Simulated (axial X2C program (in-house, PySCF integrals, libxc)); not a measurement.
## Low determinants of PH⁻ at the PBE0 level, scalar-relativistic

Calculated with an axial X2C code built on PySCF integrals. Spin-free means the one-electron spin-free X2C Hamiltonian. Basis: P dyall-av3z [9s8p3d2f], H dyall-av3z [7s3p2d] (cores contracted in-house); Gaussian nuclei, density fitting, unrestricted open shells. Masses: P 30.974 u, H 1.008 u.

Search at 1.430 Å (vertical energies from the lowest determinant):

```csv
ΔE (eV),state,electrons beyond evenly filled partner blocks,"electrons in σ, π, δ, φ"
0.00,"M_S = 1/2, Λ = 1","π+α, π+β, π-α",10 7 0 0
1.27,"M_S = 3/2, Λ = 0","σα, π+α, π-α",11 6 0 0
1.33,"M_S = 1/2, Λ = 0","σβ, π+α, π-α",11 6 0 0
2.26,"M_S = 3/2, Λ = 1","2 × π+α, π-α",10 7 0 0
2.38,"M_S = 1/2, Λ = 0","σα, π+β, π-α",11 6 0 0
2.38,"M_S = 1/2, Λ = 2","σα, π+α, π+β",11 6 0 0
3.37,"M_S = 1/2, Λ = 3","2 × π+α, π+β",10 7 0 0
```

Lowest determinant, M_S = 1/2, Λ = 1 (beyond evenly filled blocks: π+α, π+β, π-α): Re = 1.442 Å, ωe = 2266.5 cm⁻¹.

The determinant in row 2 of the search, M_S = 3/2, Λ = 0 (beyond evenly filled blocks: σα, π+α, π-α), was followed along the bond at PBE0; measured from the minimum of the lowest determinant it gives:

Te = 1.266 eV (10209 cm⁻¹), Re = 1.438 Å, ωe = 2240.1 cm⁻¹.

Q: Compare the bond of the determinant in row 2 with that of the lowest one.

A: At PBE0 its Re is 0.004 Å shorter and its force constant, which goes as ωe², is 0.98 times that of the lowest determinant. T0 ≈ Te + Δωe/2 = 10209 + (-13) = 10196 cm⁻¹.

The search compares states at one distance, so a state with another bond length can lie lower; it is not exhaustive and yields mostly the lowest determinant of each block pattern, so other components and higher states of one pattern are missing. These are energies of single determinants, not of spin-adapted states; PBE0 term energies can be off by some tenths of an eV, and the functional has no current term. For an anion, determinants above electron detachment are held by the basis set. The highest occupied level of some functionals is positive through self-interaction error; at Hartree–Fock it is bound. Row 1 has a positive highest level at its minimum. Row 2 has a positive highest level at its minimum.
